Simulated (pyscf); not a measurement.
Optimised with ωB97X-D3(BJ)/def2-SVP in PySCF.

For the elementary gas-phase step H₂N–SiH₂–NH₂ + silane (SiH₄) -> H₂N–SiH₂–NH–SiH₃ + hydrogen (H₂) (singlet surface; H–N, H–Si broken, N–Si, H–H formed), what barrier and reaction energy does ωB97M-D3(BJ)/def2-TZVP give, measured from the separated reactants?

ΔE‡ = 43.1 kcal/mol, ΔE = -7.6 kcal/mol. Zero-point energy shifts the barrier by -1.0 kcal/mol. It is a four-centre exchange, with an imaginary mode of 1389i cm⁻¹. At the saddle there is also a short H–Si contact that neither side keeps. This is the saddle that the search found; another between the same sides may lie lower.
